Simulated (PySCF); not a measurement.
**Be: ionisation energy**

Be [He] 2s2 (1S) → Be+ [He] 2s1 (2S), as a difference of total energies. Calculation: PySCF 2.14, in aug-cc-pVDZ; no relativity, point nucleus. Correlated levels: valence: 1s2 frozen. The calculations carry no spin-orbit coupling.

```tsv
method	ionisation energy (eV)
UHF	8.075
M06-2X	9.096
PBE0	9.012
MP2 (valence)	8.776
SCS-MP2 (valence)	8.916
CCSD (valence)	9.286
```

Errors of the correlated levels include the incompleteness of this basis and the frozen core.

With two correlated electrons CCSD is exact in that space.

**Question.** Which method comes closest to the reference value, and which is furthest?

**Answer.** The reference is 9.323 eV (measured; NIST Atomic Spectra Database, ionization energies). Closest: CCSD (valence) (error -0.037 eV); furthest: UHF (error -1.248 eV).
